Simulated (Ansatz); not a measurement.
We consider bcc Na, described by r²SCANh (Ansatz, a program for electronic structure, PAW).

Settings: plane-wave cutoff 520 eV, 10×10×10 k mesh, Fermi–Dirac smearing 0.05 eV, scalar-relativistic PAW data made under PBE.

Computed at the level's own relaxed cell.

**Question.** Predict the equilibrium volume per atom, bulk modulus B0, lattice parameter a and pressure derivative B′ of the bulk modulus.

**Answer.** 
* **equilibrium volume per atom**: 37.90 Å³/atom
* **bulk modulus B0**: 7.56 GPa
* **lattice parameter a**: 4.232 Å
* **pressure derivative B′ of the bulk modulus**: 3.6

Measured, for comparison: equilibrium volume per atom 37.42 Å³/atom (static lattice: zero-point anharmonic expansion removed; as tabulated in Mejia-Rodriguez and Trickey (2018), arXiv:1807.09216); bulk modulus 7.9 GPa (0 K value with the zero-point phonon effect removed, our sources range from 7.63 to 7.91; as tabulated in Mejia-Rodriguez and Trickey (2018), arXiv:1807.09216); lattice constant a 4.214 Å (static lattice: zero-point anharmonic expansion removed, our sources range from 4.207 to 4.214; as tabulated in Mejia-Rodriguez and Trickey (2018), arXiv:1807.09216). Computed (rounded) less measured: equilibrium volume per atom +1.3 %, bulk modulus -4 % (-0.9 % to -4 % over the range), lattice constant a +0.4 % (+0.4 % to +0.6 % over the range).

The computed numbers hold no vibrational or temperature effects.

It cost roughly 10 core-minutes of CPU time.
